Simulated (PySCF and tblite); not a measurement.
Values are calculated unless marked as measured or tabulated.
Molecule: C4H7N, numbered as in [CH3:1][N:2]1[CH:3]=[CH:4][CH2:5]1; H are named by their carrier, a and b as at the first point (Å):

```
C1       0.106    0.371    0.800
N2       1.428    0.472    1.387
C3       2.473    0.807    0.479
C4       3.206   -0.289    0.675
C5       2.136   -0.831    1.578
H1a      0.079   -0.295   -0.072
H1b     -0.590   -0.001    1.552
H1c     -0.215    1.365    0.490
H3       2.551    1.722   -0.079
H4       4.182   -0.633    0.403
H5a      2.413   -1.008    2.618
H5b      1.579   -1.684    1.192
```

The mean out-of-plane torsion at N2 (0° is planar) is held and the rest relaxed at GFN2-xTB. Energies: BP86/pcSseg-1 + D3(BJ). Couplings: B3LYP/6-31G* with H pcJ-1 N pcJ-1, gas phase, for ¹H, ¹⁵N. (tblite 0.8, PySCF 2.14.)

Question: How do the most sensitive couplings change along the out-of-plane angle?

Answer: 
```tsv
out-of-plane angle °	³J(N2,H4)	²J(N2,H3)	²J(N2,H5b)	²J(N2,H5a)	⁴J(H3,H5b)
-41	-2.8	-6.1	-0.3	-1.4	-2.9
-33	-4.0	-5.4	0.2	-0.7	-2.9
-24	-5.6	-4.6	0.8	0.2	-2.7
-12	-7.7	-3.7	1.2	0.9	-2.3
0	-8.7	-3.3	1.3	1.3	-2.0
12	-7.6	-3.7	0.9	1.3	-1.7
24	-5.6	-4.6	0.2	0.8	-1.3
33	-4.0	-5.4	-0.6	0.2	-0.9
41	-2.8	-6.1	-1.4	-0.3	-1.0
```
Values in Hz.
